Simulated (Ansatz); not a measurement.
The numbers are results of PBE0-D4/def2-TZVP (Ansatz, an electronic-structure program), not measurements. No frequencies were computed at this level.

Ansatz 0.2 input:
```yaml
crystal:
  periodic: [false, false, false]
  atoms:
    - { symbol: Si, position_ang: [-0.001076, 0.00032, 0.237949] }
    - { symbol: H, position_ang: [-0.609185, 1.275904, -0.083398] }
    - { symbol: H, position_ang: [1.410034, -0.110106, -0.073359] }
    - { symbol: H, position_ang: [-0.799773, -1.166118, -0.081191] }
basis:
  gaussian: { orbitals: def2-tzvp }
hamiltonian:
  xc: pbe0
  dispersion: d4
relax:
  max_steps: 150
magnetization:
  spin_polarized: true
  initial_magnetization: 1
```

Output:

```
Functional definition: PBE0
400 factors; their error is unknown
mean field evaluation 1: about -7921.0475 eV, gradient 6.3e0 eV
mean field evaluation 2: about -7921.3336 eV, gradient 2.3e0 eV
mean field evaluation 4: about -7921.3685 eV, gradient 1.0e-1 eV
mean field evaluation 8: about -7921.4025 eV, gradient 8.8e-3 eV
mean field -7921.40246371 eV, -291.1061712218 hartree, gradient 3.1e-6 eV, S^2 0.753935; 0 other end points of the search recorded, 0 dependent functions left out
reference -7921.40249049 eV, -291.1061722061 hartree; 9, 8 occupied and 46, 47 virtual orbitals, 400 factors
relax step   1: F+E_penalty+E_count = -7921.43038685 eV  Δ(F+E_penalty+E_count) = +0.000e0 eV  max|allowed force component| = 9.016e-1 eV/Å  Δτ_max = 0.0000 Å  (23 SCF iters, accepted)
these checks for a lower state are left out or cut short: starts, cluster_reference, orbital_swaps, neighbouring_geometries, increment
400 factors; their error is unknown
mean field evaluation 16: about -7921.3947 eV, gradient 2.5e0 eV
mean field -7921.46883986 eV, -291.1086105003 hartree, gradient 2.2e-5 eV, S^2 0.753064; 0 other end points of the search recorded, 0 dependent functions left out
reference -7921.46886640 eV, -291.1086114758 hartree; 9, 8 occupied and 46, 47 virtual orbitals, 400 factors
relax step   2: F+E_penalty+E_count = -7921.49684348 eV  Δ(F+E_penalty+E_count) = -6.646e-2 eV  max|allowed force component| = 1.985e-1 eV/Å  Δτ_max = 0.0898 Å  (26 SCF iters, accepted)
these checks for a lower state are left out or cut short: starts, cluster_reference, orbital_swaps, neighbouring_geometries, increment
400 factors; their error is unknown
mean field -7921.47171937 eV, -291.1087163205 hartree, gradient 4.9e-5 eV, S^2 0.752989; 0 other end points of the search recorded, 0 dependent functions left out
reference -7921.47174588 eV, -291.1087172946 hartree; 9, 8 occupied and 46, 47 virtual orbitals, 400 factors
relax step   3: F+E_penalty+E_count = -7921.49974129 eV  Δ(F+E_penalty+E_count) = -2.898e-3 eV  max|allowed force component| = 1.900e-2 eV/Å  Δτ_max = 0.0117 Å  (24 SCF iters, accepted)
these checks for a lower state are left out or cut short: starts, cluster_reference, orbital_swaps, neighbouring_geometries, increment
400 factors; their error is unknown
mean field -7921.47174158 eV, -291.1087171367 hartree, gradient 6.3e-5 eV, S^2 0.753000; 0 other end points of the search recorded, 0 dependent functions left out
reference -7921.47176810 eV, -291.1087181111 hartree; 9, 8 occupied and 46, 47 virtual orbitals, 400 factors
relax step   4: F+E_penalty+E_count = -7921.49976131 eV  Δ(F+E_penalty+E_count) = -2.003e-5 eV  max|allowed force component| = 2.105e-3 eV/Å  Δτ_max = 0.0017 Å  (19 SCF iters, accepted)
400 factors; their error is unknown
mean field evaluation 32: about -7921.4388 eV, gradient 5.2e-2 eV
mean field -7921.47174158 eV, -291.1087171367 hartree, gradient 6.3e-5 eV, S^2 0.753000; 1 other end points of the search recorded, 0 dependent functions left out
reference -7921.47176810 eV, -291.1087181111 hartree; 9, 8 occupied and 46, 47 virtual orbitals, 400 factors
Total energy: -7921.49978783 eV, -291.1097478172 hartree
Atom 0 at    -0.001399     0.000416     0.337695 Å, force    -0.000010     0.000001     0.002105 eV/Å
Atom 1 at    -0.610043     1.277668    -0.116668 Å, force     0.000598    -0.001240    -0.000698 eV/Å
Atom 2 at     1.412328    -0.110316    -0.106577 Å, force    -0.001366     0.000109    -0.000708 eV/Å
Atom 3 at    -0.800885    -1.167767    -0.114448 Å, force     0.000778     0.001129    -0.000699 eV/Å
Dipole moment:    -0.000027     0.000008     0.006507 e Å
```

Cost: roughly 1.6 core-seconds.
